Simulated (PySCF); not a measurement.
**Continuum solvent and chemical shifts**

Structure with atom numbers: `[CH2:1]=[CH:2][C@@H:3]([CH3:4])[OH:5]`; H(Xn) means a hydrogen on atom n. Ha(C1) is cis to C3; Hb(C1) is trans to C3.

GIAO PBE0/pcSseg-1 in PySCF on one PBE0-D3(BJ)/def2-SVP conformer, non-relativistic, equivalent nuclei averaged. Solvents enter as an IEF-PCM continuum (chloroform with ε = 4.7, acetone with ε = 20.5) around the gas-phase geometry. Shifts are referred to TMS computed in the same medium.

In chloroform, δ in ppm: C2 154.9, C1 119.2, C3 70.2, C4 26.5, H(C2) 6.30, Ha(C1) 5.65, Hb(C1) 5.51, H(C3) 4.19, H(C4) 1.19, H(O5) 0.11. Dipole moment 1.84 D.

**Question.** How does each δ change in the more polar medium?

**Answer.** 
| atoms | environment | Δδ, acetone |
| --- | --- | --- |
| C2 | alkene CH | +0.7 |
| C1 | terminal =CH2 carbon | 0.0 |
| C3 | allylic sp3 CH bonded to O | +0.4 |
| C4 | methyl carbon | 0.0 |
| H(C2) | hydrogen on an alkene CH | +0.06 |
| Ha(C1) | hydrogen on a terminal =CH2 carbon | -0.01 |
| Hb(C1) | hydrogen on a terminal =CH2 carbon | +0.02 |
| H(C3) | hydrogen on an allylic sp3 CH bonded to O | +0.01 |
| H(C4) | hydrogen on a methyl carbon | +0.02 |
| H(O5) | hydrogen on an alcohol oxygen | +0.24 |

Changes are relative to chloroform. The dipole moment becomes 1.95 D in acetone.

**Question.** Which nuclei move most (in ppm), and what does the model miss?

**Answer.** C2 (alkene CH, +0.7 ppm) in acetone. A continuum only polarises the solute; specific hydrogen bonds, the anisotropy of aromatic solvents and changes of geometry or conformer are outside it.
